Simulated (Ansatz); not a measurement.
`CP(C)C` + H₂ → `CPC` + CH₄ at 400 K and 1 bar (hydrogenolysis of a P–C bond).

Isolated molecules relaxed with PBE0-D4/def2-TZVP in Ansatz; ΔE leaves out vibrations. CCSD(T)/CBS adds triple-zeta CCSD(T) − MP2 to the extrapolated MP2 energy (def2 sets, frozen cores). This one scheme is used for every species.

```csv
species,CCSD(T)/CBS energy (Eh),H − E (kJ/mol),S (J/(mol·K))
`CP(C)C`,-460.52592,327.4,350.2
H₂,-1.17544,38.0,139.0
`CPC`,-421.25490,245.1,318.8
CH₄,-40.46206,131.3,197.2
```

H − E and S are ideal-gas, rigid-rotor, harmonic terms from PBE0-D4/def2-TZVP. The MP2-based limit puts H₂ 0.8 mEh under its directly extrapolated value; such offsets cancel only in part. 1 Eh = 2625.50 kJ/mol, R = 8.31446 J/(mol·K).

**Question.** By hand: ΔE, ΔH, ΔS and ΔG.

**Answer.** ΔE = (-421.25490) + (-40.46206) − (-460.52592) − (-1.17544) = -0.01560 Eh = -41.0 kJ/mol. Δ(H − E) = 245.1 + 131.3 − 327.4 − 38.0 = 11.0, so ΔH = -30.0 kJ/mol. ΔS = 318.8 + 197.2 − 350.2 − 139.0 = 26.8 J/(mol·K). ΔG = -30.0 − 400 × (26.8)/1000 = -40.7 kJ/mol.

**Question.** By hand: the equilibrium constant, and the temperature at which ΔG would vanish if ΔH and ΔS stayed fixed.

**Answer.** log₁₀ K = −ΔG/(RT ln 10) = 5.3. ΔH and −TΔS have one sign here, so there is no such temperature.

TΔS isn't small against ΔH here. A doubt of 5 kJ/mol in ΔE shifts log₁₀ K by 0.7 here. These are equilibria of isolated gas molecules and say nothing of rates. Largest T1 diagnostic: 0.010 (customary marks: 0.02 for closed shells, 0.045 for open ones).
